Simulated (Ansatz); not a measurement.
C$_{4}$H$_{7}$FO (`CC/C=C(/O)F`) at its PBE0-D4/def2-TZVP geometry, where that method's forces vanish. Total charge 0; spin multiplicity 1.

```tsv
atom	x (Å)	y (Å)	z (Å)
C1	0.445	1.696	0.757
C2	-0.348	0.397	0.840
C3	-0.519	-0.257	-0.491
C4	-0.068	-1.458	-0.808
O5	-0.279	-2.094	-1.966
F6	0.641	-2.212	0.047
H7	-0.034	2.407	0.078
H8	1.455	1.512	0.383
H9	0.525	2.172	1.737
H10	0.143	-0.294	1.529
H11	-1.335	0.608	1.268
H12	-1.048	0.270	-1.277
H13	0.420	-2.745	-2.097
```

(1) For each bond, give half the difference of the two atoms' forces along it (eV/Å; positive pushes the atoms apart) under PBE-D4, r2SCAN-D4, B3LYP-D4, ωB97M-V in def2-TZVPP. (Best estimate.)

Results:

(1) The calculation gave: 
```tsv
bond	length (Å)	PBE-D4	r2SCAN-D4	B3LYP-D4	ωB97M-V
C1–C2	1.525	0.04	0.14	0.20	0.15
C1–H7	1.093	0.11	-0.04	-0.06	-0.07
C1–H8	1.092	0.11	-0.03	-0.06	-0.07
C1–H9	1.093	0.09	-0.04	-0.07	-0.08
C2–C3	1.492	-0.18	-0.02	0.13	0.25
C2–H10	1.092	0.13	-0.04	-0.10	-0.12
C2–H11	1.097	0.12	-0.03	-0.10	-0.14
C3–C4	1.322	0.26	0.06	-0.20	-0.30
C3–H12	1.084	0.01	-0.08	-0.12	-0.11
C4–O5	1.339	0.22	0.13	0.24	0.29
C4–F6	1.342	0.48	0.27	0.37	0.24
O5–H13	0.963	0.36	0.00	-0.05	-0.12
```

B3LYP here is the variant with VWN-RPA as its local correlation; programs differ in this.

All numbers were calculated with Ansatz.
